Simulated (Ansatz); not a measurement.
**Counterpoise correction, worked out**

The pair of NH4⁺ (SMILES [NH4+], atoms 1–5) and HCN (SMILES C#N, atoms 6–8), both closed shells, in one local arrangement (a lower one may exist), relaxed at PBE0-D4/def2-TZVP:

```xyz
8
angstrom
N 0.0984 -0.0602 -1.4544
H 1.0254 0.2445 -1.7520
H -0.6037 0.5490 -1.8748
H 0.0267 -0.0164 -0.3946
H -0.0565 -1.0169 -1.7731
C -0.1650 0.1009 2.4387
N -0.0880 0.0538 1.3012
H -0.2374 0.1452 3.5089
```

Program: Ansatz 0.2.0. Basis: def2-TZVPPD. Cores are frozen in the correlated methods.

CCSD(T) total energies in eV:

| system | geometry | basis functions | energy |
| --- | --- | --- | --- |
| pair | pair | all | -4085.25333 |
| NH4⁺ | as in the pair | all (partner as ghosts) | -1546.04165 |
| HCN | as in the pair | all (partner as ghosts) | -2538.25363 |
| NH4⁺ | as in the pair | its own | -1546.03542 |
| HCN | as in the pair | its own | -2538.23373 |
| NH4⁺ | free (PBE0-D4 minimum) | its own | -1546.06874 |
| HCN | free (PBE0-D4 minimum) | its own | -2538.24352 |

(1) Work out the interaction energy with and without the counterpoise correction, the superposition error, and the binding energy from the relaxed fragments.

T1 diagnostic: at most 0.015.

Results:

(1) Without correction: -4085.25333 − (-1546.03542) − (-2538.23373) = -0.98418 eV.
With correction (each fragment in the whole basis): -4085.25333 − (-1546.04165) − (-2538.25363) = -0.95805 eV = -22.09 kcal/mol.
The superposition error is the difference, 0.02613 eV, 3 % of the uncorrected value: each fragment borrows its partner's functions.
Deformation from the free shapes: 0.03332 eV for NH4⁺ and 0.00979 eV for HCN.
Binding energy from relaxed fragments: -0.95805 + 0.03332 + 0.00979 = -0.91494 eV = -21.10 kcal/mol (electronic, without zero-point energy; negative means bound). For comparison, the corrected interaction energy by CCSD(T) at an estimated basis limit (MP2 extrapolated from triple and quadruple zeta, plus CCSD(T) − MP2 in triple zeta) is -0.979 eV; triple zeta with the correction binds less.

For scale, one of the runs: CCSD(T)/def2-TZVPPD, 196 basis functions, launched by `ansatz run in.yaml --threads 2 --pin off --events-out ev --progress --plain --max-ram 5222MiB`. Time: 39 s of wall clock on 2 CPU threads of an Arm Neoverse V1; the host was shared. Peak host memory: 2.3 GiB.
